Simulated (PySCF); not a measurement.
## C6H11: g tensor and hyperfine couplings

Compound: C6H11 (doublet state).
Numbering: `[CH2:1][C@@H:2]([CH3:3])[C:4](=[CH2:5])[CH3:6]` (hydrogens: H7, H8 on C1; H9 on C2; H10, H11, H12 on C3; H13, H14 on C5; H15, H16, H17 on C6)

Geometry (GFN2-xTB, Å), atoms numbered from 1 in this order:
```xyz
17
C6H11 angstrom
C      0.8678    0.1571    1.6099
C      0.6965    0.5220    0.1909
C      1.6489   -0.2459   -0.7257
C     -0.7680    0.2784   -0.1709
C     -1.6121    1.2860   -0.3272
C     -1.1998   -1.1506   -0.2928
H      1.2420   -0.8098    1.8868
H      0.4517    0.7816    2.3764
H      0.8736    1.5985    0.0698
H      2.6752    0.0489   -0.5182
H      1.5632   -1.3173   -0.5650
H      1.4309   -0.0284   -1.7690
H     -2.6534    1.1227   -0.5523
H     -1.3024    2.3140   -0.2420
H     -0.8604   -1.7270    0.5654
H     -0.7776   -1.5998   -1.1912
H     -2.2832   -1.2184   -0.3548
```

The hyperfine couplings belong to this conformer and change with its torsions.

Method: PySCF, UKS B3LYP, pcH-1 on C H, non-relativistic, mean-field spin-orbit, GIAO. One conformer (not necessarily the lowest) at the GFN2-xTB geometry, without solvent, vibrations or thermal averaging. Couplings are sensitive to structure, and on GFN2-xTB geometries they can be far from those on DFT ones. Stability of the SCF solution: not tested.

```
g1, g2, g3 : 2.00219, 2.00274, 2.00286
g_iso      : 2.00260
Form of g  : rhombic: the two nearest values differ by 18 % of g3 − g1
⟨S²⟩       : 0.7538 (exact 0.7500)
```

Isotropic coupling and dipolar principal values T1 to T3, in MHz; ρ(0) is the spin density at the nucleus:

| atom | isotope | a_iso | T1 | T2 | T3 | Mulliken spin population | ρ(0) (bohr⁻³) |
| --- | --- | --- | --- | --- | --- | --- | --- |
| C1 | 13C | 94.2 | -80.3 | -79.6 | 159.9 | 1.07 | 0.0838 |
| C2 | 13C | -28.8 | -2.4 | 0.6 | 1.8 | -0.08 | -0.0256 |
| C3 | 13C | 7.3 | -1.4 | -1.3 | 2.8 | 0.01 | 0.0065 |
| C4 | 13C | 70.0 | -7.7 | -4.5 | 12.2 | 0.02 | 0.0622 |
| C5 | 13C | 1.6 | -3.7 | -2.3 | 6.0 | 0.04 | 0.0014 |
| C6 | 13C | -0.1 | -1.3 | 0.2 | 1.2 | 0.01 | -0.0001 |
| H7 | 1H | -62.2 | -39.1 | 0.2 | 38.9 | -0.05 | -0.0139 |
| H8 | 1H | -60.4 | -38.5 | -0.5 | 39.0 | -0.04 | -0.0135 |
| H9 | 1H | 55.5 | -5.0 | -4.7 | 9.6 | 0.02 | 0.0124 |
| H10 | 1H | -1.5 | -3.6 | -2.6 | 6.3 | 0.00 | -0.0003 |
| H11 | 1H | -1.3 | -3.1 | -2.8 | 5.8 | 0.00 | -0.0003 |
| H12 | 1H | 0.4 | -1.8 | -1.6 | 3.4 | 0.00 | 0.0001 |
| H13 | 1H | 2.3 | -2.2 | -1.1 | 3.4 | 0.00 | 0.0005 |
| H14 | 1H | -1.1 | -1.7 | -0.6 | 2.3 | 0.00 | -0.0003 |
| H15 | 1H | -1.4 | -4.6 | -2.9 | 7.5 | 0.00 | -0.0003 |
| H16 | 1H | 0.0 | -1.7 | -1.2 | 2.9 | 0.00 | 0.0000 |
| H17 | 1H | 0.4 | -1.7 | -1.0 | 2.6 | 0.00 | 0.0001 |

The Mulliken spin populations are largest on C1 (+1.07) and C2 (-0.08). C1 is the only atom above +0.15. The angles at C1 add up to 359.0°, so it is planar; its axial dipolar tensor and the negative couplings of its protons fit spin in a p orbital normal to that plane.

Axes: g3 points within 8° of the C1–H8 bond.

Under fast tumbling the dipolar parts average out, and these isotropic splittings remain: 2 × 1H (H7/H8, I = 1/2, 3 lines) with 2.19 mT, 1 × 1H (H9, I = 1/2, 2 lines) with 1.98 mT, 1 × 1H (H13, I = 1/2, 2 lines) with 0.08 mT and 1 × 1H (H14, I = 1/2, 2 lines) with 0.04 mT.

Class means assume fast exchange of nuclei equivalent by connectivity; if that motion is slow, each nucleus keeps its own coupling.

The 13C coupling of C1 (94.2 MHz) shows only in satellite lines or after enrichment, since that isotope makes up about 1.07 % of natural carbon.

The spin density at the nucleus, in bohr⁻³, is negative for C2 (-0.0256) and H7/H8 (-0.0137), for instance. A restricted open-shell determinant has no negative spin density anywhere; here it arises because α and β orbitals differ (spin polarisation).
